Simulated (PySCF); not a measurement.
Static response to an electric field

Compound: C4H5FO.
Geometry (GFN2-xTB, Å), atoms numbered from 1 in this order:
```
atom  x, y, z in Å
O1     1.982   -0.328   -0.912
C2     1.523   -0.033    0.136
F3     2.368    0.203    1.190
C4     0.129    0.139    0.541
C5    -0.899   -0.756   -0.120
C6    -0.834    0.674   -0.498
H7    -0.010    0.418    1.576
H8    -1.713   -1.105    0.497
H9    -0.525   -1.484   -0.824
H10   -1.601    1.348   -0.151
H11   -0.416    0.926   -1.461
```

Level: PBE0/def2-SVPD (PySCF), static field, nuclei fixed, core orbitals frozen in the response. The polarisability tensor in these axes (au):

```
x   55.97 -0.25  1.40
y   -0.25 42.80  1.19
z    1.40  1.19 47.32
```

**Question.** Give the principal values, the mean and the anisotropy Δα = √{½[(α1 − α2)² + (α2 − α3)² + (α1 − α3)²]}.

**Answer.** Principal values 42.48, 47.42 and 56.19 au; mean 48.70 au = 7.22 Å³ = 8.03 × 10⁻⁴⁰ C²·m²/J; Δα = 12.03 au (25 % of the mean).

**Question.** What is the dipole moment, and where does it point?

**Answer.** (-3.47, 0.37, 0.82) D, 3.58 D in size, pointing from the negative to the positive side. Measured along this direction, the outermost atoms are O1 at the negative end and H10 and H8 at the positive end.

**Question.** Estimate the molar refractivity from the static electronic polarisability.

**Answer.** Lorentz–Lorenz: R = (4π/3)N_A α = 2.5225 cm³/(mol·Å³) × 7.22 Å³ = 18.2 cm³/mol, in the limit of long wavelengths.

**Question.** Give the eigenvalues of the traceless quadrupole moment Θ = ½Σq(3rr − r²1), origin at the centre of nuclear charge.

**Answer.** -1.88, -1.46, 3.34 D·Å. The values depend on the origin, since the dipole doesn't vanish. The electronic extent ⟨r²⟩ about the same centre is 543 bohr², a root-mean-square distance of 1.82 Å for the 46 electrons.

**Question.** What depolarisation ratio follows for Rayleigh scattering of linearly polarised light, taking the static tensor?

**Answer.** ρ = 3Δα²/(45ᾱ² + 4Δα²) = 434.1/(106709 + 578.8) = 0.00405.

The structure is a single GFN2-xTB conformer in the gas phase; no vibrational or solvent corrections.

The run behind these numbers computed excited states as well. On one thread of an Arm Neoverse V2, no GPU, shared host, this took 22 s (grids of density and orbitals included).
